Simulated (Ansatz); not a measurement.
# C3H8FN: the cost of one run

Computed with Ansatz 0.2.0 through its Python package. Level of theory: r2SCAN/def2-SVP.

**1. The system**

The script builds its own geometries from the SMILES CNC(C)F.

No structure file is read: the coordinates are typed or built in the script.

**2. The code**

The input, conformers_c3h8fn.py:

```python
"""Conformer energies of C3H8FN."""

import ansatz as az
from rdkit import Chem
from rdkit.Chem import AllChem

BASIS = "def2-SVP"
FUNCTIONAL = "r2scan"


def main() -> None:
    rd = Chem.AddHs(Chem.MolFromSmiles("CNC(C)F"))
    ids = list(AllChem.EmbedMultipleConfs(rd, numConfs=20, randomSeed=617, pruneRmsThresh=0.4))
    field = [energy for _, energy in AllChem.MMFFOptimizeMoleculeConfs(rd)]
    distinct = {round(e, 2): i for i, e in zip(ids, field)}
    chosen = sorted(distinct.items())[:3]
    found = []
    for force_field, index in chosen:
        molecule = az.Crystal.molecule()
        for atom, xyz in zip(rd.GetAtoms(), rd.GetConformer(index).GetPositions()):
            molecule = molecule.atom(atom.GetSymbol(), xyz.round(5).tolist())
        model = molecule.calculation()
        model = model.basis(gaussian=BASIS)
        model = model.functional(FUNCTIONAL)
        found.append(model.run(threads=1, backend="cpu").report["free_energy_ev"])
    print("conformer   MMFF (kcal/mol)   this level (kJ/mol)")
    for (force_field, index), e in zip(chosen, found):
        print(f"{index:9d} {force_field - chosen[0][0]:17.2f} {96.485332 * (e - min(found)):17.3f}")


if __name__ == "__main__":
    main()
```

**3. What the engine is handed**

The package turns the script's settings into the engine's input (first run):

```yaml
crystal:
  periodic: [false, false, false]
  atoms:
    - { symbol: C, position_ang: [1.86388, 0.30356, 0.03514] }
    - { symbol: "N", position_ang: [0.46003, 0.68615, 0.10998] }
    - { symbol: C, position_ang: [-0.39298, -0.49091, 0.0436] }
    - { symbol: C, position_ang: [-1.85245, -0.0995, 0.18632] }
    - { symbol: F, position_ang: [-0.22395, -1.05496, -1.18001] }
    - { symbol: H, position_ang: [2.09511, -0.21781, -0.89952] }
    - { symbol: H, position_ang: [2.48709, 1.20225, 0.07896] }
    - { symbol: H, position_ang: [2.14668, -0.33284, 0.88001] }
    - { symbol: H, position_ang: [0.23969, 1.25918, -0.7033] }
    - { symbol: H, position_ang: [-0.12929, -1.22935, 0.80845] }
    - { symbol: H, position_ang: [-2.48757, -0.98701, 0.09735] }
    - { symbol: H, position_ang: [-2.15681, 0.5879, -0.61064] }
    - { symbol: H, position_ang: [-2.04942, 0.37333, 1.15365] }
basis:
  gaussian:
    orbitals: def2-SVP
hamiltonian:
  xc: r2scan
```

**4. Launch**

Run with:

```bash
$ python conformers_c3h8fn.py
```

**Question.** How long does this script take on 1 thread of AMD EPYC 9R14 (Zen 4), shared host, and how much memory does it need?

About 10 s, with a peak of 0.29 GiB.
